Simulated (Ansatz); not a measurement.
Compare A (`C1=CSCC1`) with its isomer B (`C=C1CCS1`).

Computed with Ansatz on PBE0-D4/def2-TZVP structures; ΔE is electronic, products minus reactants. CCSD(T)/CBS adds triple-zeta CCSD(T) − MP2 to the extrapolated MP2 energy (def2 sets, frozen cores). DFT in def2-TZVPP. B3LYP here is the variant with VWN-RPA as its local correlation; programs differ in this.

A:

Z-matrix (Å, degrees):
```
C
C 1 1.528
S 1 1.823 2 106.7
H 1 1.089 2 113.3 3 -120.2
H 1 1.092 2 110.9 3 117.0
C 2 1.500 1 106.3 3 -27.9
H 2 1.093 1 110.6 3 -150.8
H 2 1.099 1 110.8 3 90.9
C 3 1.749 1 90.3 2 23.3
H 6 1.083 2 122.4 1 -164.1
H 9 1.082 3 118.7 1 169.0
```

B:

Z-matrix (Å, degrees):
```
C
C 1 1.508
C 1 1.540 2 95.8
H 1 1.092 2 113.1 3 118.6
H 1 1.092 2 112.9 3 -118.3
C 2 1.324 1 133.0 3 -179.4
S 2 1.763 1 95.0 3 0.5
H 3 1.089 1 115.0 2 -116.2
H 3 1.089 1 114.9 2 115.0
H 6 1.083 2 122.0 1 179.9
H 6 1.084 2 120.2 1 -0.0
```

Q: Which isomer does CCSD(T)/CBS put lower? Give the gap. (An estimate is asked.)

A: Ansatz gave: A, by 15.5 kcal/mol.

Q: Give E(B) − E(A) in kcal/mol with CCSD/def2-TZVPP, MP2/def2-TZVPP, B3LYP-D4, PBE-D4, B2PLYP, LDA (SPW92), CCSD(T)/def2-TZVPP. (An estimate is asked.)

A: Computed: CCSD/def2-TZVPP 15.1, MP2/def2-TZVPP 16.0, B3LYP-D4 13.8, PBE-D4 13.4, B2PLYP 14.5, LDA (SPW92) 15.5, CCSD(T)/def2-TZVPP 15.2. None reverses the order clearly.

Q: Does the order hold for the free energy at 298.15 K (harmonic terms from PBE0-D4)? (An estimate is asked.)

A: The calculation gave: Yes: G(B) − G(A) = +14.0 kcal/mol. Modes under 60 cm⁻¹, often nearly free rotors, make the harmonic entropy too high.

Largest T1 diagnostic: 0.012.

Leaving LDA and LC-ωPBE aside and taking each functional with its dispersion term where it has one, the values, not all of them listed here, spread over 2.7 kcal/mol, from BLYP-D4 to PBE-QIDH. LDA lies +2.3 kcal/mol from PBE without D4. In def2-TZVPP, CCSD(T) changes the Hartree–Fock value by +0.7 kcal/mol (the triples alone add +0.1 kcal/mol) and MP2 by +1.5 kcal/mol.
